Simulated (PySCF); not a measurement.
A rate constant, worked out

An elementary step of AlH3S2, closed shell (AlH₃S₂ ([SH][AlH][SH]) → AlHS ([AlH][S]) + H₂S (still joined by a long Al–S bond); Al–S, S–H broken or loosened, S–H formed or tightened). The start structure is the reactant molecule, and the electronic barrier above it is 1.747 eV by CCSD(T) at an estimated basis limit (MP2 extrapolated from triple and quadruple zeta, plus CCSD(T) − MP2 in triple zeta). PySCF 2.14 with density fitting (its default auxiliary sets; JK sets also for MP2 and CCSD(T)); basis: def2-TZVPP and def2-QZVPP; cores frozen in the correlated methods. Extrapolation: Hartree–Fock as exp(−7.88 √X), correlation as X^−2.97. Harmonic wavenumbers (analytic Hessian with the translational sum rule) at PBE0-D4/def2-TZVP (PySCF 2.14 with density fitting (its default auxiliary sets; JK sets also for MP2 and CCSD(T))), in cm⁻¹:

Start: 147, 202, 252, 435, 481, 514, 542, 674, 727, 1980, 2711, 2716.

Saddle: 174i, 230, 246, 394, 412, 506, 578, 653, 1144, 1965, 2031, 2702.

Work out the transition-state-theory rate constant at 700 K from these numbers alone (harmonic vibrations; rotation, path degeneracy and anharmonicity left out), and the Wigner tunnelling factor. Use 1 cm⁻¹ = 1.2398 × 10⁻⁴ eV and k_B = 8.617 × 10⁻⁵ eV/K.

Zero-point energies, half the sums: start 11381/2 cm⁻¹ = 0.7055 eV; saddle, real modes only, 10861/2 cm⁻¹ = 0.6733 eV.
Barrier with zero-point energy: 1.747 + 0.6733 − 0.7055 = 1.7148 eV.
k_BT = 0.06032 eV, so the barrier is 28.43 k_BT.
Vibrational partition functions from the zero-point level, ln q = −Σ ln(1 − exp(−hν/k_BT)): start 5.713, saddle 4.289.
k = (k_BT/h) exp(ln q‡ − ln q) exp(−E0/k_BT), with log₁₀(k_BT/h in s⁻¹) = 13.16: log₁₀ k = 13.16 + (-1.424 − 28.43)/2.3026 = 0.19, so k ≈ 2 × 10^(0) s⁻¹.
Wigner factor: 1 + (hν‡/k_BT)²/24 = 1 + (0.36)²/24 = 1.01. A change of 1 kcal/mol (0.043 eV) in the barrier would change k by a factor of 2.1 at this temperature.

The T1 diagnostic stays at or below 0.018.

Labels in which every atom is bracketed show which atoms are joined, not bond orders.

For scale, one of the runs: CCSD(T)/def2-TZVPP, 168 basis functions, launched by `OMP_NUM_THREADS=4 python run.py`. Hardware: 4 CPU threads of an AMD EPYC 9R45, shared host. Wall time 45 s; peak host memory 1.1 GiB.
